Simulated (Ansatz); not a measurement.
# C₂H₇N (singlet): the correlation ladder, cc-pVTZ

An exercise on one series of results from a longer session: the logs are not shown, and one member is left open.

Program: Ansatz 0.2.0, Gaussian basis. Level of theory: cc-pVTZ, core rule «outside noble gas», up to 3 orbitals frozen. These are calculated values, not measurements.

Plan: UHF; CCSD(T) on RHF; CCSDT(Q) on RHF.

2 further runs of the same task are left out: 2 set aside as unsound or not needed.

### What is computed

The geometry is an MP2(full)/6-31G* stationary point (not a proven minimum).

10 atoms, charge 0, spin multiplicity 1.

Atoms are counted from 1 here; the program's logs count them from 0.

Bond lengths: C1–N2 1.456 Å, C1–H4 1.103 Å, C1–H5 1.092 Å, C1–H6 1.094 Å, N2–C3 1.456 Å, N2–H7 1.018 Å, C3–H8 1.103 Å, C3–H9 1.092 Å, C3–H10 1.094 Å. Angles: N2–C1–H4 114.1°, N2–C1–H5 109.5°, N2–C1–H6 108.9°, H4–C1–H5 108.5°, H4–C1–H6 107.7°, H5–C1–H6 107.9°, C1–N2–C3 111.7°, C1–N2–H7 108.8°, C3–N2–H7 108.8°, N2–C3–H8 114.1°, N2–C3–H9 109.5°, N2–C3–H10 108.9°, H8–C3–H9 108.5°, H8–C3–H10 107.7°, H9–C3–H10 107.9°.

The first run:

File in.yaml:

```yaml
crystal:
  periodic: [false, false, false]
  atoms:
    - {symbol: C, position_ang: [-0.016003, -0.256609, 1.204880]}
    - {symbol: N, position_ang: [-0.016003, 0.560563, 0.000000]}
    - {symbol: C, position_ang: [-0.016003, -0.256609, -1.204880]}
    - {symbol: H, position_ang: [0.803028, -0.994649, 1.248506]}
    - {symbol: H, position_ang: [0.051125, 0.389275, 2.083405]}
    - {symbol: H, position_ang: [-0.960693, -0.804894, 1.261750]}
    - {symbol: H, position_ang: [0.816830, 1.146313, 0.000000]}
    - {symbol: H, position_ang: [0.803028, -0.994649, -1.248506]}
    - {symbol: H, position_ang: [0.051125, 0.389275, -2.083405]}
    - {symbol: H, position_ang: [-0.960693, -0.804894, -1.261750]}
basis:
  gaussian: {orbitals: cc-pVTZ}
magnetization: {spin_polarized: true, initial_magnetization: 0}
hamiltonian: {xc: hf}
output: {orbitals: {seedname: orbitals}}
```

Command:

```console
$ ansatz run in.yaml --threads 1 --pin off --events-out ev --progress --plain --max-ram 3956MiB --backend cpu
```

Steps of the session up to this table: UHF; CCSD(T) on RHF; CCSDT(Q) on RHF.

One of the session's tables, all rows but one given; the rest of the session is left out.

It belongs to the step «Misses and costs». 

| method | from RCCSDT(Q) (meV) |
| --- | --- |
| RHF | +17306.0 |
| RMP2 | +1593.7 |
| RCCSD | +647.4 |
| RCCSD(T) | ? |
| RCCSDT | +24.5 |
| RCCSDT(Q) | 0 |

Estimate the missing values for RCCSD(T).

The run gave: from RCCSDT(Q) (meV): +36.3. In the column «from RCCSDT(Q) (meV)» it lies between RCCSDT (+24.5) and RCCSD (+647.4).

With the free atoms at the same levels and basis (separate runs), the atomisation energy is 36.782 eV at RCCSDT(Q), 36.782 eV at RCCSD(T), 27.469 eV at RHF.
